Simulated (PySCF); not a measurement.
Spectrum to structure. Level of theory: TDDFT CAM-B3LYP/def2-SVPD, vertical, gas phase, core orbitals frozen in the response in PySCF 2.14.0, density-fitted response routines. Geometries: GFN2-xTB, one conformer each.

| state | E (eV) | λ (nm) | f |
| --- | --- | --- | --- |
| S1 | 6.08 | 204.0 | 0.023 |
| S2 | 6.62 | 187.3 | 0.125 |
| S3 | 7.16 | 173.2 | 0.0046 |
| S4 | 7.19 | 172.3 | 0.042 |
| S5 | 7.33 | 169.1 | 0.012 |
| S6 | 7.72 | 160.7 | 0.027 |
| S7 | 7.99 | 155.2 | 0.014 |
| S8 | 8.16 | 151.9 | 0.042 |

Orbital energies (eV): HOMO-3 -10.97, HOMO-2 -10.62, HOMO-1 -10.28, HOMO -7.69, LUMO 1.30, LUMO+1 1.92, LUMO+2 2.15.

Question: Which candidate is it? All have the formula C5H8O.
A. `C1=COCCC1`
B. `C=C(C=O)CC`
C. `C[C@@H]1CCC1=O`

Answer: A. Its S1, at 6.08 eV, is the highest among the candidates; the nearest of the others has S1 at 4.23 eV. S1 is HOMO→LUMO (87%). Löwdin shares by element: HOMO carbon 62% or more, oxygen 25%; LUMO carbon 43% or more (atoms not listed hold the other 57%). At the same level the other candidates give, for their lowest levels:
- `C=C(C=O)CC`: 3.86 eV (f 0.000); 6.06 eV (f 0.317); 7.00 eV (f 0.001); 7.33 eV (f 0.000); 7.54 eV (f 0.028); T1 3.33 eV; HOMO -9.07, LUMO -0.70 eV
- `C[C@@H]1CCC1=O`: 4.23 eV (f 0.000); 7.03 eV (f 0.028); 7.45 eV (f 0.003); 7.80 eV (f 0.015); 7.82 eV (f 0.004); T1 3.69 eV; HOMO -8.55, LUMO 0.41 eV
Triplets come from the Tamm–Dancoff approximation.
